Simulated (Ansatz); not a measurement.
Ansatz (a program for electronic structure) input (CCSD(T)/6-31G*):

Ansatz 0.2 input:
```yaml
crystal:
  periodic: [false, false, false]
  atoms:
    - {symbol: P, position_ang: [0.00000000, 0.00000000, 0.00000000]}
    - {symbol: H, position_ang: [0.01153407, 1.31627200, -0.47059855]}
    - {symbol: H, position_ang: [1.13540986, -0.67067869, -0.46389931]}
    - {symbol: H, position_ang: [-1.14728752, -0.65050087, -0.46340908]}
    - {symbol: H, position_ang: [0.00034359, 0.00490756, 1.39790694]}
basis:
  gaussian:
    orbitals: 6-31G*
total_charge: 1
magnetization: {spin_polarized: false}
correlation: {method: ccsd_t, electrons: outside_noble_gas}
```

End of the output:

```
integrals: 0.00 GiB planned
293 factors; integrals over basis functions are off by at most 7.0e-4 eV
mean field: 0.05 GiB planned
mean field evaluation 1: about -9326.3145 eV, gradient 1.2e1 eV
mean field evaluation 2: about -9326.3207 eV, gradient 1.2e1 eV
mean field evaluation 4: about -9326.9941 eV, gradient 8.4e-1 eV
mean field evaluation 8: about -9326.9991 eV, gradient 7.8e-5 eV
mean field evaluation 16: about -9326.9991 eV, gradient 1.7e-6 eV
mean field -9326.99913360 eV, -342.7608960928 hartree, gradient 1.7e-6 eV, S^2 0.000000; 0 other end points of the search recorded, 0 dependent functions left out
5 core orbitals not correlated
reference -9326.99913360 eV, -342.7608960928 hartree; 4, 4 occupied and 18, 18 virtual orbitals, 293 factors
second order -2.71575537 eV of doubles, -0.00000000 eV of singles
coupled cluster: 0.04 GiB planned
cycle   1  -3.21903502 eV  change   -5.0e-1 eV  update   5.2e-2
cycle   2  -3.41882949 eV  change   -2.0e-1 eV  update   1.9e-2
cycle   3  -3.42473306 eV  change   -5.9e-3 eV  update   3.5e-3
cycle   4  -3.42441685 eV  change    3.2e-4 eV  update   6.6e-4
cycle   5  -3.42426095 eV  change    1.6e-4 eV  update   2.1e-4
cycle   6  -3.42423295 eV  change    2.8e-5 eV  update   3.2e-5
cycle   7  -3.42424431 eV  change   -1.1e-5 eV  update   6.6e-6
cycle   8  -3.42424545 eV  change   -1.1e-6 eV  update   1.9e-6
perturbative correction -0.06804049 eV, -0.0025004420 hartree
Total energy: -9330.49141955 eV, -342.8892352341 hartree
```
